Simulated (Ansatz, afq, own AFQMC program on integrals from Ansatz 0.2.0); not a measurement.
Si, quintet in 6-31G, levels against full CI

A free Si atom.

Basis 6-31G. Noble-gas cores (and the filled d shells of Ga–Kr and In–Xe) are frozen. Ansatz 0.2.0 and our own AFQMC program on the same integrals; the CISD trial comes from CCSD amplitudes, and released means the phaseless constraint is let go. ± is one standard error of the sampling.

Determinant: UHF, the one that the program's search chose, which needn't be the lowest solution.

Full CI on the same integrals is exact in this basis and with this determinant's frozen core.

Cautions: another spin lies lower (by 3.00 eV).

* T1 diagnostic: 0.0026
* weight of the determinant in the CISD state: 0.995
* ⟨S²⟩ of the determinant: 6.000
* size of the correlated space: 4 electrons in 8 orbitals

Reference: full CI, correlation energy -0.130 eV. The released energy is read at 2.40 1/Eh (meV from the phaseless value at times in 1/Eh: 0.02 ± 0.05 at 0.24, 0.01 ± 0.04 at 0.51, -0.02 ± 0.03 at 0.99, 0.00 ± 0.03 at 1.62, -0.01 ± 0.02 at 2.40).

| level | E − E(reference) (kJ/mol) | share of correlation (%) |
| --- | --- | --- |
| HF | 12.5 | 0.00 |
| MP2 | 4.2 | 66.41 |
| CCSD | 0.1 | 99.36 |
| CCSD(T) | 0.0 | 99.78 |
| CCSDT | 0.0 | 100.02 |
| CCSDT(Q) | 0.0 | 100.01 |
| ph-AFQMC/CISD | 0.0 ± 0.01 | 99.97 |
| released AFQMC | 0.0 ± 0.01 | 99.98 |

CCSDT and higher add their correlation energy to the determinant of the CCSD(T) run, since their own runs factorise the integrals more tightly (a shift of under 2 meV). A walk keeps the symmetry of its determinant, which the program's search chose and which needn't be the lowest solution, so a lower state of the same spin and another symmetry isn't excluded. Released energies are given only where the last usable release times agree within the noise; a slower fall can still hide under it.
